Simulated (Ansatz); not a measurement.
**AlNH+ (singlet): wave-function methods side by side, cc-pVDZ**

An exercise on one series of results from a longer session: the logs are not shown, and one member is left open.

The runs use Ansatz 0.2.0, Gaussian basis; cc-pVDZ, core rule «outside noble gas», up to 6 orbitals frozen.

To be run: UHF; CCSD(T) on RHF; CCSD(T) on UHF; BCCD(T) on RHF; CISD; CCSDT(Q) on RHF; CCSDT(Q) on UHF; CISDTQ; CCSDTQ on RHF.

12 further runs of the same task are left out: 6 for a known fault of the program, 1 that didn't finish, 5 set aside as unsound or not needed.

### What is computed

The geometry is a PBE0/def2-TZVP stationary point (not a proven minimum) of the parent state, kept for this charge and spin.

3 atoms, charge 1, spin multiplicity 1.

Atoms are counted from 1 here; the program's logs count them from 0.

Bond lengths: Al1–N2 1.733 Å, Al1–H3 1.580 Å. Angles: N2–Al1–H3 180.0°.

Set-up of the first run:

in.yaml reads:

```yaml
crystal:
  periodic: [false, false, false]
  atoms:
    - {symbol: Al, position_ang: [0.000000, 0.000000, 0.050833]}
    - {symbol: N, position_ang: [0.000000, 0.000000, -1.681761]}
    - {symbol: H, position_ang: [0.000000, 0.000000, 1.630928]}
basis:
  gaussian: {orbitals: cc-pVDZ}
total_charge: 1
magnetization: {spin_polarized: true, initial_magnetization: 0}
hamiltonian: {xc: hf}
output: {orbitals: {seedname: orbitals}}
```

Started as:

```console
$ ansatz run in.yaml --threads 1 --pin off --events-out ev --progress --plain --max-ram 4096MiB --backend cpu
```

Steps of the session up to this table: UHF; CCSD(T) on RHF; CCSD(T) on UHF; BCCD(T) on RHF; CISD; CCSDT(Q) on RHF; CCSDT(Q) on UHF; CISDTQ; CCSDTQ on RHF.

One of the session's tables, all rows but one given; the rest of the session is left out.

It belongs to the step «Misses and costs». 

```
   method  from RCCSDT(Q) (meV)
      RHF               +5669.1
      UHF               +3869.1
     RMP2               +1459.7
     UMP2                +154.5
     CISD                +808.8
    RCCSD                +451.4
    UCCSD                -816.4
 RCCSD(T)                +263.0
 UCCSD(T)                     ?
  BCCD(T)                +263.2
   RCCSDT                 +60.3
   UCCSDT               -1433.7
   CISDTQ                 +97.4
RCCSDT(Q)                     0
UCCSDT(Q)               -1501.5
  RCCSDTQ                 +14.4
```

**Question.** Estimate the row for UCCSD(T).

As computed: from RCCSDT(Q) (meV): -1062.1. In the column «from RCCSDT(Q) (meV)» it lies between UCCSDT (-1433.7) and UCCSD (-816.4).

Limits of these values: The determinant is far from a pure spin state, so its energy mixes those of several spin states (harmless only where they are near-degenerate, as at dissociation). The report flags that the cluster equations may have other roots. The program flags UCCSD(T), RCCSDT(Q), UCCSDT(Q), RCCSDTQ as in doubt, so the zero of the table is itself unsure. Warnings: restricted reference is unstable; spin contamination. Restricted and unrestricted rows rest on different reference determinants; where their highest levels disagree by more than a few hundredths of an eV, they describe different states and don't form one ladder.
